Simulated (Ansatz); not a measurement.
```yaml
crystal:
  periodic: [false, false, false]
  atoms:
    - {symbol: Ta, position_ang: [0.004272, 0.000156, -0.146041]}
    - {symbol: N, position_ang: [-0.037581, 1.503722, 0.944642]}
    - {symbol: N, position_ang: [-0.017607, -1.505734, 0.942017]}
basis:
  gaussian: {orbitals: def2-TZVP}
magnetization: {spin_polarized: true, initial_magnetization: 1}
hamiltonian: {xc: pbe0}
relax: {f_tol: 0.004, max_steps: 80}
```

```sh
$ ansatz run in.yaml --threads 1 --pin off --events-out ev --progress --plain --max-ram 2176MiB
```

Steps of the relaxation (energy above the last step; positions in Å, forces in eV/Å):

```
3
step 1, 531.0 meV
Ta    0.004    0.000   -0.146   -0.109   -0.004    3.725
N    -0.038    1.504    0.945    0.076   -3.275   -1.865
N    -0.018   -1.506    0.942    0.033    3.279   -1.860
```

```
3
step 2, 15.2 meV
Ta    0.006    0.000   -0.200   -0.032   -0.001    1.101
N    -0.037    1.315    0.971    0.019   -0.367   -0.551
N    -0.020   -1.317    0.969    0.014    0.368   -0.550
```

```
3
step 3, 0.7 meV
Ta    0.005    0.000   -0.173    0.007    0.000   -0.247
N    -0.037    1.326    0.958   -0.005    0.135    0.124
N    -0.019   -1.328    0.956   -0.003   -0.136    0.123
```

```
3
step 4, 0.0 meV
Ta    0.005    0.000   -0.175    0.000    0.000   -0.002
N    -0.037    1.328    0.959    0.000    0.003    0.001
N    -0.019   -1.330    0.957    0.000   -0.003    0.001
```

Close pairs at the end: Ta1–N2 1.747 Å, Ta1–N3 1.747 Å.

A stationary point of unrestricted PBE0 after 4 steps, with ⟨S²⟩ = 0.803 against 0.75 for a pure state; no frequencies were run, so it isn't proven a minimum. 30 s on 1 thread of Arm Neoverse V1, shared host.
